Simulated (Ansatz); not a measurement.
Molecule: C3H7O, charge 0, multiplicity 2. It need not be the lowest isomer of its formula. 
Coordinates optimised at B3LYP-D3(BJ)/def2-TZVP (Ansatz, a first-principles code):
```
C
H 1 1.0952
H 1 1.0964 2 108.03
O 1 1.4286 2 108.88 3 118.11
C 4 1.3512 1 115.56 2 -61.12
H 5 1.0790 4 114.10 1 -176.72
H 5 1.0841 6 121.70 4 -153.39
C 1 1.5112 2 111.27 3 -122.27
H 8 1.0905 1 110.64 2 -59.80
H 8 1.0906 9 108.44 1 121.62
H 8 1.0913 9 108.46 10 117.63
```
Charge 0, spin multiplicity 2.

Total electronic energies in hartree. Correlated levels leave the core frozen unless marked. Open shells are spin-unrestricted. Spin-orbit coupling is left out. Non-relativistic. Basis-set limits of correlation are two-point, X^-3; Hartree-Fock from the larger set. [CCSD(T)-MP2]/basis is that difference in the basis named.

```
level                                                     program  energy (Eh)
-------------------------------------------------  --------------  -----------
HF/6-31G                                                   Ansatz   -192.39218
SVWN5/def2-TZVPD                                           Ansatz   -192.09231
revPBE-D4/def2-TZVPD                               Ansatz + dftd4            ?
B3LYP/def2-TZVPD                                           Ansatz   -193.76690
PBE0/STO-3G                                                Ansatz   -191.01436
PBE0/6-31G*                                                Ansatz   -193.44835
PBE0-D3(BJ)/def2-TZVPD                             Ansatz + dftd3   -193.53402
PBE0-D4/def2-TZVPD                                 Ansatz + dftd4   -193.53358
BHLYP/def2-TZVPD                                           Ansatz   -193.64438
r2SCAN0/def2-TZVPD                                         Ansatz   -193.62460
HSE06-D3(BJ)/def2-TZVPD                            Ansatz + dftd3   -193.52163
SCS-MP2/STO-3G                                             Ansatz   -190.27231
SCS-MP2/6-31G                                              Ansatz   -192.76891
CCSD/6-31G                                                 Ansatz   -192.80924
RI-MP2/CBS(cc-pVTZ,cc-pVQZ)+[CCSD(T)-MP2]/cc-pVDZ          Ansatz    -193.4575
```

Question: Some entries are withheld; supply them.

Answer: 
- revPBE-D4/def2-TZVPD, energy (Eh): -193.71820
